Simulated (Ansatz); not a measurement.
Saddle point of BNH₅F, closed shell (BNH₄ ([BH2][NH2]) + HF → BH₂F ([BH2][F]) + NH₃ (still joined by a long B–N bond); bonds formed: B1–F6, N2–H5; bonds broken: H5–F6; bonds weakened to dative contacts: B1–N2), PBE0-D4/def2-TZVP structure:

```xyz
8
angstrom
B 0.3525 0.2914 0.5887
N -0.3212 -0.7201 -0.3009
H 1.5448 0.2551 0.6301
H -0.2895 0.7081 1.5044
H -0.3381 0.5044 -0.9707
F 0.0272 1.4832 -0.7115
H -1.2208 -1.0800 -0.0207
H 0.2453 -1.4420 -0.7195
```

Energies are electronic, without zero-point energy. Barriers and step energies count from the start structure reached by relaxing down the imaginary mode; all methods use the PBE0-D4 structures, on which another method's saddle can fall below an end. Program: Ansatz 0.2.0. Basis: def2-TZVPP, with def2-QZVPP for the basis limit. Cores are frozen in the correlated methods. B3LYP uses VWN-RPA correlation. Extrapolation: Hartree–Fock as exp(−7.88 √X), correlation as X^−2.97.

| method | barrier (eV) | step energy (eV) |
| --- | --- | --- |
| SPW92 | 0.202 | -0.928 |
| PBE-D4 | ? | -0.736 |
| BLYP-D4 | 0.654 | -0.631 |
| r2SCAN-D4 | 0.536 | -0.813 |
| B97M-V | 0.687 | -0.833 |
| PBE0-D4 | ? | -0.783 |
| B3LYP-D4 | 0.704 | -0.687 |
| r2SCAN0-D4 | 0.610 | -0.830 |
| BHLYP-D4 | 0.800 | -0.750 |
| CAM-B3LYP-D4 | 0.652 | -0.751 |
| wB97X-V | 0.626 | -0.784 |
| wB97M-V | 0.626 | -0.759 |
| B2PLYP | ? | -0.711 |
| PBE-QIDH | 0.638 | -0.813 |
| RPA on PBE | 0.670 | -0.750 |
| HF | 1.127 | -0.675 |
| MP2 | 0.655 | -0.749 |
| CCSD | 0.761 | -0.755 |
| CCSD(T) | 0.691 | -0.757 |

Fill in the withheld barriers. (Judge from chemistry; the value comes from the calculation.)

By the calculation: PBE-D4 0.498; PBE0-D4 0.592; B2PLYP 0.702 eV. Each is the energy of the saddle less that of the start structure, by the same method.

For comparison, the barrier by CCSD(T) at an estimated basis limit (MP2 extrapolated from triple and quadruple zeta, plus CCSD(T) − MP2 in triple zeta) is 0.727 eV.

The T1 diagnostic stays at or below 0.013.

Steps of this kind, hydrogen fluoride cutting a network bond, underlie vapour etching and the fluorination step of atomic layer etching.

Labels in which every atom is bracketed show which atoms are joined, not bond orders.

For scale, one of the runs: CCSD(T)/def2-TZVPP, 163 basis functions, launched by `ansatz run in.yaml --threads 2 --pin off --events-out ev --progress --plain --max-ram 4352MiB`. Time: 21 s of wall clock on 2 CPU threads of an Arm Neoverse V2; the host was shared. Peak host memory: 1.3 GiB.
